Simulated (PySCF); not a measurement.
## Working out the ionisation energy of Ne

Ne [Ne] (1S) → Ne⁺ [He] 2s2 2p5 (2P). All numbers are calculated (PySCF 2.14, the non-relativistic Hamiltonian (point nucleus), in 6-31G*). Frozen: 1s2. Energies in hartree (1 hartree = 27.21139 eV):

| part | Ne (lower) | Ne⁺ (upper) |
| --- | --- | --- |
| UHF | -128.473877 | -127.750609 |
| CCSD correlation | -0.152231 | -0.104344 |
| (T) | -0.001818 | -0.001387 |

Question: What does Hartree-Fock give?

Answer: (-127.750609) − (-128.473877) = 0.723268 hartree = 19.681 eV.

Question: What do CCSD and CCSD(T) give?

Answer: The CCSD correlation energies differ by 0.047887 hartree = 1.303 eV and the triples by 0.000431 hartree = 0.012 eV, so CCSD gives 20.984 eV and CCSD(T) 20.996 eV.

Measured between the centres of the two terms (NIST): 21.597 eV, so CCSD(T) (valence) is off by -0.601 eV.

What remains against the reference includes basis incompleteness, the frozen core and higher excitations.
